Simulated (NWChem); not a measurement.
**C2H3ClO (acetyl chloride): levels of theory compared**

We compute a comparison of 3 runs (KT1 (NWChem form)/MIDI!, TDA-B97-D/x2c-SVPall-2c, CISD/6-31G) of C2H3ClO (acetyl chloride). 

The calculation is run with NWChem 7.3.0.

3 further runs of the same task are left out: 1 that didn't finish, 2 set aside as unsound or not needed.

## Step 1: The structure to begin with

The species is C2H3ClO (7 atoms), meant as a singlet with charge 0. SMILES: `CC(=O)Cl`. Geometry: relaxed at GFN2-xTB.

Bond lengths: C1–C2 1.486 Å, C2–O3 1.183 Å, C2–Cl4 1.777 Å, C1–H5 1.087 Å, C1–H6 1.088 Å, C1–H7 1.088 Å. Angles: C1–C2–O3 128.9°, C1–C2–Cl4 111.5°, O3–C2–Cl4 119.6°, C2–C1–H5 109.6°, C2–C1–H6 109.8°, C2–C1–H7 109.6°, H5–C1–H6 110.2°, H5–C1–H7 110.0°, H6–C1–H7 107.7°.

## Step 2: A single-point energy at KT1 (NWChem form)/MIDI! (run 1)

run.py

```python
from ase import Atoms
from ase.calculators.nwchem import NWChem

molecule = Atoms('CCOClHHH', positions=[
    [0.139990, 0.665100, 0.105970],
    [0.019340, -0.813610, 0.022090],
    [0.681950, -1.643530, 0.542210],
    [-1.330550, -1.297400, -1.028170],
    [0.961280, 0.926750, 0.768770],
    [-0.790450, 1.089680, 0.476020],
    [0.318450, 1.073010, -0.886890],
])

calc = NWChem(
    label='c2h3clo',
    theory='dft',
    memory='2200 mb',
    basis='"midi!"',
    basispar='spherical',
    dft={'xc': 'kt1', 'mult': '1', 'grid': 'medium', 'convergence': 'energy 1e-09', 'mulliken': None},
    task='energy',
)
molecule.calc = calc

e = molecule.get_potential_energy()
print(f"E = {e:.6f} eV")
print("dipole (e A):", molecule.get_dipole_moment().round(4))
```

Started as:

```sh
$ export ASE_NWCHEM_COMMAND="nwchem PREFIX.nwi > PREFIX.nwo"
$ python run.py
```

The program printed:

```text
E = -16714.784122 eV
dipole (e A): [0.0949 0.5185 0.0689]
```

The calculator wrote c2h3clo.nwi:

```
title "c2h3clo"

permanent_dir c2h3clo

scratch_dir c2h3clo

start c2h3clo

geometry units angstrom nocenter noautosym noautoz
  C  1.3999000000000000e-01 6.6510000000000002e-01 1.0596999999999999e-01
  C  1.9340000000000000e-02 -8.1361000000000006e-01 2.2089999999999999e-02
  O  6.8194999999999995e-01 -1.6435299999999999e+00 5.4220999999999997e-01
  Cl -1.3305499999999999e+00 -1.2974000000000001e+00 -1.0281700000000000e+00
  H  9.6128000000000002e-01 9.2674999999999996e-01 7.6876999999999995e-01
  H  -7.9044999999999999e-01 1.0896800000000000e+00 4.7602000000000000e-01
  H  3.1845000000000001e-01 1.0730100000000000e+00 -8.8688999999999996e-01
end

memory 2200 mb

basis spherical noprint
   * library "midi!"
end

dft
  xc kt1
  mult 1
  grid medium
  convergence energy 1e-09
  mulliken
end

task dft energy
```

c2h3clo.nwo:

```text
Northwest Computational Chemistry Package (NWChem) 7.3.0
             --------------------------------------------------------

           Job information
           ---------------

    nwchem branch   = 7.3.0
    use scalapack   = T
    input           = c2h3clo.nwi
    prefix          = c2h3clo.
    data base       = c2h3clo/c2h3clo.db
    status          = startup
    nproc           =        1

           Memory information
           ------------------

    heap     =     72089596 doubles =      550.0 Mbytes
    stack    =     72089601 doubles =      550.0 Mbytes
    global   =    144179200 doubles =     1100.0 Mbytes (distinct from heap & stack)
    total    =    288358397 doubles =     2200.0 Mbytes
    verify   = yes
    hardfail = no

           Directory information
           ---------------------

  0 permanent = c2h3clo
  0 scratch   = c2h3clo

                                NWChem Input Module
                                -------------------

                                      c2h3clo
                                      -------

[... 95 lines left out ...]
  convergence criterion.
[... 17 lines left out ...]
          Convergence on energy requested:  1.00D-09
[... 1 line left out ...]
          Convergence on gradient requested:  5.00D-04
[... 22 lines left out ...]
          Convergence Information
[... 2 lines left out ...]
          total energy or number of iterations.
[... 27 lines left out ...]
 1-e energy   =   -1136.187871
[... 29 lines left out ...]
   convergence    iter        energy       DeltaE   RMS-Dens  Diis-err    time
[... 16 lines left out ...]
      One electron energy =    -1137.699104659601
[... 1 line left out ...]
    Exchange-Corr. energy =      -52.497954151375
[... 6 lines left out ...]
                       DFT Final Molecular Orbital Analysis
[... 415 lines left out ...]
    Atom       Charge   Shell Charges
 -----------   ------   -------------------------------------------------------
    1 C    6     6.33   1.99  0.66  0.40  1.45  1.84
    2 C    6     5.71   1.98  0.63  0.36  1.31  1.42
    3 O    8     8.26   1.99  0.94  0.72  2.00  2.53  0.07
    4 Cl  17    17.11   2.00  2.00  1.07  0.79  5.94  2.46  2.81  0.04
    5 H    1     0.87   0.53  0.34
    6 H    1     0.86   0.53  0.33
    7 H    1     0.86   0.53  0.33

 center of mass
 --------------
 x =  -0.80484017 y =  -1.70406565 z =  -0.61508295

 moments of inertia (a.u.)
 ------------------
         322.429011047024         -49.240934067438        -154.290560324183
         -49.240934067438         329.490932086705         -37.191724917785
        -154.290560324183         -37.191724917785         400.771973762892

     Multipole analysis of the density
     ---------------------------------

     L   x y z        total         alpha         beta         nuclear
     -   - - -        -----         -----         ----         -------
     0   0 0 0     -0.000000    -20.000000    -20.000000     40.000000

     1   1 0 0      0.179255     14.941447     14.941447    -29.703639
[... 8 lines of this table left out ...]
     2   0 0 2    -22.935890    -50.745520    -50.745520     78.555150

 Task  times  cpu:        4.7s     wall:        4.7s
 Total times  cpu:        4.7s     wall:        4.7s
```

Wall time 6.3 s (1 thread of Intel Xeon at 2.60GHz (Ice Lake), shared host); peak memory 0.11 GiB.

## Step 3: The vertical excitations at TDA-B97-D/x2c-SVPall-2c (sfX2C) (run 2)

c2h3clo.nw

```
start c2h3clo
memory stack 880 mb heap 220 mb global 1100 mb
charge 0
geometry units au noautosym nocenter noautoz
   C   0.26454276  1.25685685  0.20025428
   C   0.03654730 -1.53750007  0.04174405
   O   1.28869873 -3.10582158  1.02462840
   Cl -2.51437510 -2.45173067 -1.94295971
   H   1.81655593  1.75130369  1.45276475
   H  -1.49373402  2.05919676  0.89954743
   H   0.60178328  2.02769503 -1.67597920
end
basis spherical bse
   * library x2c-SVPall-2c
end
relativistic
   x2c on
end
dft
   xc becke97-d
   grid coarse
   mulliken
end
tddft
   cis
   nroots 2
   nosinglet
   freeze core 8
end
task tddft energy
```

Started as:

```sh
$ nwchem c2h3clo.nw > c2h3clo.out
```

The program printed:

```text
[...]
          Wavefunction type:  closed shell.
          No. of atoms     :     7
          No. of electrons :    40
[...]
          Charge           :     0
          Spin multiplicity:     1
[...]
          AO basis - number of functions:    78
[...]
              XC Information
              --------------
                   Becke 97-D Method XC Functional
                  Becke 1997-D Exchange Functional  1.000
                Becke 1997-D Correlation Potential  1.000
[...]
 d= 0,ls=0.0,diis     1   -614.4569546177 -7.65D+02  3.05D-02  1.42D+00     1.0
[...]
 d= 0,ls=0.0,diis    10   -614.6027454642 -1.96D-07  2.46D-06  6.15D-08     6.5
         Total DFT energy =     -614.602745464244
      One electron energy =    -1143.957307554728
           Coulomb energy =      427.969234179689
    Exchange-Corr. energy =      -48.942848104405
 Nuclear repulsion energy =      150.332039744152
    Dispersion correction =       -0.003863728953
[...]
      Total Density - Mulliken Population Analysis
     ---------------------------------------------
    Atom       Charge   Shell Charges
 -----------   ------   -------------------------------------------------------
    1 C    6     5.92   1.98  0.92  0.04  2.16  0.79  0.02
    2 C    6     5.97   1.99  0.98  0.22  1.97  0.71  0.11
    3 O    8     8.11   1.99  1.12  0.64  2.84  1.50  0.02
    4 Cl  17    17.15   2.00  1.98  1.27  0.70  0.09  5.85  2.12  3.10  0.03
    5 H    1     0.96   0.75  0.18  0.02
    6 H    1     0.95   0.74  0.18  0.03
    7 H    1     0.94   0.74  0.18  0.03
[...]
  Root   1 triplet a              0.172103477 a.u.                4.6832 eV
[...]
  Root   2 triplet a              0.201871954 a.u.                5.4932 eV
[...]
```

It took 17 s on 1 thread of Intel Xeon at 2.60GHz (Ice Lake), shared host; peak memory 0.11 GiB.

The roots found:

```csv
excited state,energy (eV),strength,label
1,4.683,0.0000,triplet a
2,5.493,0.0000,triplet a
```

## Step 4: The energy at CISD/6-31G (run 3)

work.nw

```
start work
title "C2H3ClO"
memory total 2200 mb
charge 0

geometry units angstroms
 zmatrix
   C
   C 1 r2
   O 2 r3 1 a3
   Cl 2 r4 3 a4 1 d4
   H 1 r5 2 a5 3 d5
   H 1 r6 5 a6 2 d6
   H 1 r7 5 a7 6 d7
 variables
   r2 1.485993
   r3 1.182516
   a3 128.90738
   r4 1.777443
   a4 119.6317
   d4 179.85069
   r5 1.087328
   a5 109.58415
   d5 -1.17917
   r6 1.087623
   a6 110.17161
   d6 120.87259
   r7 1.088122
   a7 110.00572
   d7 118.61248
 end
end

basis spherical bse
 * library 6-31G
end

scf
 maxiter 60
end

tce
 scf
 cisd
 freeze core 8
 maxiter 100
end

task tce
```

Started as:

```sh
$ nwchem work.nw > work.out
```

The program printed:

```text
[...]
  functions       =    46
[...]
  wavefunction    = RHF
[...]
         Total SCF energy =   -611.728972882484
      One-electron energy =  -1140.343294631124
      Two-electron energy =    378.282287402279
 Nuclear repulsion energy =    150.332034346361
        Time for solution =      3.3s
[...]
         Wavefunction type : Restricted Hartree-Fock
          No. of electrons :    40
[...]
         Spin multiplicity : singlet
[...]
```

Run time: 7.5 s. Hardware: 1 thread of Intel Xeon at 2.60GHz (Ice Lake), shared host; peak memory 0.18 GiB.

## Step 5: All runs side by side

```csv
run,level,task,integration grid,energy (Eh),dipole moment (D),HOMO energy (eV),LUMO energy (eV),wall time
1,KT1 (NWChem form)/MIDI!,energy,medium,-614.256992,2.55,-6.62,-1.57,6.3 s
2,TDA-B97-D/x2c-SVPall-2c (sfX2C),excited,coarse,-614.602745,2.62,-6.84,-1.83,17 s
3,CISD/6-31G,energy,–,-612.058561,–,-12.34,3.27,7.5 s
```

## Step 6: What came out

| quantity | value |
| --- | --- |
| run 3: total energy | -612.05856 Eh |
| run 3: HOMO energy (Hartree–Fock orbitals) | -12.34 eV |
| run 3: LUMO energy (Hartree–Fock orbitals) | 3.27 eV |
| run 3: HOMO–LUMO gap (Hartree–Fock orbitals) | 15.61 eV |
| run 3: correlation energy (8 core orbitals frozen) | -329.6 mEh |

**Reading.** Some runs of one species differ in core potentials or relativity; totals across that change don't compare. All runs together took 31 s, the longest 17 s.
